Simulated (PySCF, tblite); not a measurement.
A complex of PH2F and methylamine

A gas-phase complex of PH2F and methylamine; neutral, singlet. The structure comes from a short search (6 tight-binding starts) and was relaxed by PBE0-D3(BJ)/def2-SVPD; another way of binding may lie lower. No frequency run checks that it is a minimum.

Parts: 1 = PH2F (FP), atoms 1–4; 2 = methylamine (CN), atoms 5–11.

Coordinates in Å:
```
F1      0.706   -0.827    0.127
P2     -0.855   -0.188    0.212
H3     -1.126   -0.403   -1.174
H4     -0.423    1.160    0.018
C5     -3.000    1.994   -1.180
N6     -2.942    0.998   -0.122
H7     -2.715    1.527   -2.132
H8     -3.992    2.461   -1.303
H9     -2.268    2.785   -0.970
H10    -3.140    1.402    0.789
H11    -3.617    0.253   -0.266
```

```
   contact  kind (by geometry)  distance (Å)  angle (°)
F1–P2···N6      pnictogen bond         2.424        167
```

Interaction energies are complex less parts, with the parts frozen as they stand in it; counterpoise-corrected, in kcal/mol (PySCF).

How strongly do the parts interact, level by level?


```csv
level,interaction,superposition error removed
wB97M-D3(BJ)/def2-TZVPD,-10.24,-0.24
PBE0-D3(BJ)/def2-TZVPD,-11.79,-0.22
RI-MP2/def2-TZVPD,-9.38,-1.38
```

What holds them together? Decompose the wB97M-D3(BJ)/def2-TZVPD energy: frozen parts, their antisymmetrised product, then relaxation.

electrostatic -31.1, Pauli repulsion +42.3, orbital relaxation -19.2, dispersion correction -2.5 kcal/mol, which sum to the value before the counterpoise correction; the Pauli term holds the exchange-correlation of the frozen density too. Of the attraction, 59 % is electrostatic, 36 % is orbital relaxation, 5 % is dispersion correction.

The parts were also relaxed and run alone, at the levels used for the complex: shieldings by PBE0/pcSseg-2; core levels by delta-SCF with SCAN, pcX-2 on the ionised atom and pcseg-1 elsewhere, spin-free X2C (2p3/2 is the spin-free 2p value less a third of a first-order spin-orbit splitting).

How do these values change when the complex forms?


```
                property   alone  in the complex  change
          F1–P2 bond (Å)   1.646           1.689  +0.042
   shielding of P2 (ppm)   193.0           310.9  +117.9
   shielding of N6 (ppm)   244.5           218.5   -26.0
   shielding of F1 (ppm)   502.6           366.4  -136.1
   F1 1s core level (eV)  692.60          690.44   -2.16
P2 2p3/2 core level (eV)  138.75          137.07   -1.68
   N6 1s core level (eV)  405.09          406.10   +1.00
```
